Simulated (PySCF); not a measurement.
AlCl3, SMILES [Al]([Cl])([Cl])[Cl]. Atoms are numbered in the order given.

```xyz
4

Al     0.0000     0.0000     0.0000
Cl    -2.0780     0.0000     0.0000
Cl     1.0390     1.7996     0.0000
Cl     1.0390    -1.7996     0.0000
```
Charge 0, spin multiplicity 1.

The structure is a stationary point at PBE0-D3(BJ)/def2-SVP. The isomer is the one that the SMILES or the coordinates give; other isomers of the formula were not compared.

All values below come from B3LYP/pcSseg-2 (PySCF).

GIAO shieldings, no solvent; atoms alike by connectivity are averaged. δ = σ(ref) − σ: ³⁵Cl against HCl (σ = 930.0 ppm), references at their B3LYP-D3(BJ)/def2-TZVP geometries, non-relativistic (without spin–orbit terms, shifts of atoms bonded to Cl or Br come out too high).

Computed chemical shifts:
```json
[
 {"nucleus": "³⁵Cl", "atoms": "Cl2, Cl3, Cl4", "count": "3", "δ (ppm)": "29.3"}
]
```
